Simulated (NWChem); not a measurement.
Molecule: C2H3O, doublet; SMILES C[C]=O

All runs: NWChem. Spin-unrestricted. In the optimisation the excess spin sits in a' (Cs, its own frame). Geometry: optimised at PBE-D3(BJ)/def2-SVP, spin-unrestricted. No stability test was run on the SCF state. Level: PBE0/def2-SVP with SMD (1 M gas to 1 M solution), gas-phase geometry. Reactions with the solvent are ignored.

```json
[
 {"solvent": "water", "dielectric constant": "78.4", "solvation free energy (kcal/mol)": "-0.4", "cavity-dispersion-structure term (kcal/mol)": "4.2", "dipole in solution (D)": "3.31"},
 {"solvent": "ethanol", "dielectric constant": "24.9", "solvation free energy (kcal/mol)": "-1.7", "cavity-dispersion-structure term (kcal/mol)": "2.7", "dipole in solution (D)": "3.24"},
 {"solvent": "acetone", "dielectric constant": "20.5", "solvation free energy (kcal/mol)": "-3.4", "cavity-dispersion-structure term (kcal/mol)": "0.0", "dipole in solution (D)": "3.06"},
 {"solvent": "benzene", "dielectric constant": "2.27", "solvation free energy (kcal/mol)": "-2.4", "cavity-dispersion-structure term (kcal/mol)": "-0.6", "dipole in solution (D)": "2.81"}
]
```
